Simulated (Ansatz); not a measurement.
# CCSD(T) against full CI for several species

Each species is computed at the geometry given (Å), with frozen cores, in Ansatz 0.2.0: RHF-CCSD(T) for singlets, UHF-CCSD(T) otherwise, and full CI in the same basis. The program picks the determinant by trial CCSD, so it needn't be the lowest Hartree–Fock solution. States: BH3⁺ B2, AlAs Σ⁺ or Δ, HBC Σ⁻ or Δ. Cases whose determinant has another symmetry than full CI's state, or whose (Q) step broke down, weren't drawn. No relativity is included.

**Question.** Judging by size, spin and bonding, rank them by the size of CCSD(T)'s error in total energy against full CI in the same basis, smallest first (an estimate).
A. HBC, triplet, 6-31G: B 0.000 0.000 0.159; C 0.000 0.000 -2.400; H 0.000 0.000 2.241
B. AlAs, singlet, 6-31G: Al 0.000 0.000 0.000; As 0.000 0.000 1.738
C. BH3⁺, doublet, aug-cc-pVDZ: B 0.000 0.000 0.077; H 0.000 0.718 -0.978; H 0.000 0.000 1.127; H 0.000 -0.718 -0.978

**Answer.** C (11.0 meV), B (38.4 meV), A (102.5 meV).

```
      species        basis  correlated electrons  CCSD(T) − full CI (meV)  CCSDT(Q) − full CI (meV)  unpaired electrons (full CI)     T1  ⟨S²⟩ of the determinant
BH3⁺, doublet  aug-cc-pVDZ                     5                     11.0                      -0.1                          1.02  0.010                     0.76
AlAs, singlet        6-31G                     8                     38.4                      -0.5                          0.27  0.029                     0.00
 HBC, triplet        6-31G                     8                    102.5                      -1.7                          2.50  0.085                     2.63
```

Unpaired electrons are Σ n²(2−n)² over natural occupations; an open shell counts its own unpaired electrons too. Frozen cores follow each run's orbitals, which moves totals by a few meV.
